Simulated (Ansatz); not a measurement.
# Al₂P+ (triplet): the correlation ladder, cc-pVDZ

One table from this session's results is given with a row withheld; the runs are named, their logs left out.

The runs use Ansatz 0.2.0, Gaussian basis; cc-pVDZ, core rule «outside noble gas», up to 15 orbitals frozen.

To be run: UHF; CCSD(T) on ROHF; CCSD(T) on UHF; BCCD(T) on ROHF; CISD; CCSDT(Q) on ROHF; CCSDT(Q) on UHF.

38 further runs of the same task are left out: 14 for a known fault of the program, 11 that didn't finish, 13 set aside as unsound or not needed.

### The system

The geometry is a PBE0/def2-TZVP stationary point (not a proven minimum) of the parent state, kept for this charge and spin.

3 atoms, charge 1, spin multiplicity 3.

Atoms are counted from 1 here; the program's logs count them from 0.

Bond lengths: Al1–P2 2.259 Å, Al1–Al3 2.665 Å, P2–Al3 2.259 Å. Angles: P2–Al1–Al3 53.9°, Al1–P2–Al3 72.3°, Al1–Al3–P2 53.9°.

Set-up of the first run:

File in.yaml:

```yaml
crystal:
  periodic: [false, false, false]
  atoms:
    - {symbol: Al, position_ang: [0.000000, -0.665301, -1.332700]}
    - {symbol: P, position_ang: [0.000000, 1.159099, 0.000000]}
    - {symbol: Al, position_ang: [0.000000, -0.665301, 1.332700]}
basis:
  gaussian: {orbitals: cc-pVDZ}
total_charge: 1
magnetization: {spin_polarized: true, initial_magnetization: 2}
hamiltonian: {xc: hf}
output: {orbitals: {seedname: orbitals}}
```

The run is started by

```console
$ ansatz run in.yaml --threads 1 --pin off --events-out ev --progress --plain --max-ram 2393MiB
```

Steps of the session up to this table: UHF; CCSD(T) on ROHF; CCSD(T) on UHF; BCCD(T) on ROHF; CISD; CCSDT(Q) on ROHF; CCSDT(Q) on UHF.

One table of the session follows, with a row left open; its other results are not shown here.

```
   method  from UCCSDT(Q) (kJ/mol)
     ROHF                   +612.1
      UHF                   +578.8
     RMP2                   +101.4
     UMP2                   +113.6
     CISD                    +98.7
    RCCSD                        ?
    UCCSD                    +42.0
 RCCSD(T)                     +7.4
 UCCSD(T)                     +7.9
  BCCD(T)                     +7.7
   RCCSDT                     +4.1
   UCCSDT                     +3.7
RCCSDT(Q)                     +0.5
UCCSDT(Q)                        0
```

Estimate the missing values for RCCSD.

As computed: from UCCSDT(Q) (kJ/mol): +44.8. In the column «from UCCSDT(Q) (kJ/mol)» it lies between UCCSD (+42.0) and CISD (+98.7).

Caveats from the session: Restricted and unrestricted rows rest on different reference determinants; where their highest levels disagree by more than a few hundredths of an eV, they describe different states and don't form one ladder.
